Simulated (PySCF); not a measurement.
# Computed and reference excited states of NO+, `N#[O+]`

Published values to compare with (the computed states carry no symmetry labels, so the two lists aren't matched line by line):

```tsv
state	E (eV)	f	kind of transition	source
a 3Σ+	6.47		Te (adiabatic, minimum to minimum, no zero-point energy)	[1]
b 3Πp	7.34		Te (adiabatic, minimum to minimum, no zero-point energy)	[1]
w 3Δ	7.67		Te (adiabatic, minimum to minimum, no zero-point energy)	[1]
b' 3Σ-	8.40		Te (adiabatic, minimum to minimum, no zero-point energy)	[1]
A' 1Σ+	8.62		Te (adiabatic, minimum to minimum, no zero-point energy)	[1]
W 1Δ	8.86		Te (adiabatic, minimum to minimum, no zero-point energy)	[1]
A 1Π	9.11		Te (adiabatic, minimum to minimum, no zero-point energy)	[1]
```

[1] measured, gas; Huber, Herzberg, Constants of Diatomic Molecules, NIST Chemistry WebBook

NO+, NO (charge +1).
SMILES: `N#[O+]`

Computed with TDDFT CAM-B3LYP/def2-SVPD, vertical, gas phase, core orbitals frozen in the response (PySCF 2.14.0, density-fitted response routines). Isolated species at its PBE0-D3(BJ)/def2-SVP geometry, gas phase.

Computed singlets: 9.93 eV (f 0.031 summed over 2 states); 10.43 eV (f 0.000); 11.01 eV (f 0.000 summed over 2 states); 15.45 eV (f 0.239 summed over 2 states); 17.32 eV (f 0.538); 19.66 eV (f 0.080) [of 10 roots; the last level is left out, as the window may have cut its degenerate partner]. Computed triplets (Tamm–Dancoff): 7.51, 7.51, 8.40 eV.

Adiabatic (Te) and 0-0 energies refer to the relaxed excited state and aren't the vertical quantity computed here.

The vertical ionisation energy (ΔSCF) is 29.68 eV, 10.02 eV above S9.

The run took 2.7 s of wall time on one thread of an AMD EPYC 7R43 (shared host), and the process peaked at 0.24 GiB of memory.
